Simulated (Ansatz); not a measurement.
## Phonon frequency of some cubic tetrahedrally bonded semiconductors and semimetals

Method: r²SCAN in Ansatz (PAW). References are measured values at room or unstated temperature, uncorrected unless marked, so that the deviations hold thermal and zero-point effects besides the level's error. The table is a random draw of 8 from 63 values with such references.

Values in cm⁻¹.

| solid | reference | r²SCAN | deviation (%) |
|---|---|---|---|
| zinc-blende InP (L LA) | 167 | 165 | -1.2 |
| diamond-structure Ge (L LO) | 245 | 236 | -3.7 |
| zinc-blende ZnSe (X TA) | 70 | 72 | +2.9 |
| zinc-blende ZnSe (L LA) | 164 | 173 | +5.5 |
| zinc-blende GaSb (X TA) | 57 | 59 | +3.5 |
| zinc-blende InP (L TA) | 55 | 55 | 0.0 |
| zinc-blende GaAs (X TO) | 257 | 249 | -3.1 |
| diamond (L LO) | 1241 | 1284 | +3.5 |

Over these 8 values the mean deviation is +0.9 %, the mean absolute deviation 2.9 % (median 3.3 %), and the worst case zinc-blende ZnSe (L LA) at +5.5 %; the value is too high in 4 of 8 cases. Over all 63, from unrounded values, the mean deviation is -0.2 % and the mean absolute deviation 2.2 % (median 1.9 %).

Spin–orbit coupling is left out, also for the solids with elements from indium on (zinc-blende InP, zinc-blende GaSb); its size isn't shown.

Differences are worked out from the printed values.

Each level is taken at its own relaxed cell. Ansatz's density-functional and Hartree–Fock values are scalar-relativistic unless marked +SOC, with PAW data made under PBE.

Ansatz's runs of these crystals have no spin polarisation.

Not in this set, of the tetrahedrally bonded semiconductors and semimetals with a reference value in our tables and a result at some level: 12 for a reference of another kind, counted apart; 8 for no value at r²SCAN (not run, a failed fit, an unstable or unbound cell, or a value held back for tests). These can be a level's best or worst cases. At least 16 more with a reference value are held back for tests. Solids without a released value at any level aren't counted. Layered and molecular crystals are counted apart. The metals Ce to Yb are counted apart.

References as tabulated in Ioffe Institute, NSM Archive: InP, mechanic properties page; Yang et al. (2021), arXiv:2106.07201; Talwar et al. (2016), doi:10.1080/14686996.2016.1222495; Giannozzi et al., Phys. Rev. B (1991).

Ansatz is a quantum-chemistry and plane-wave program.
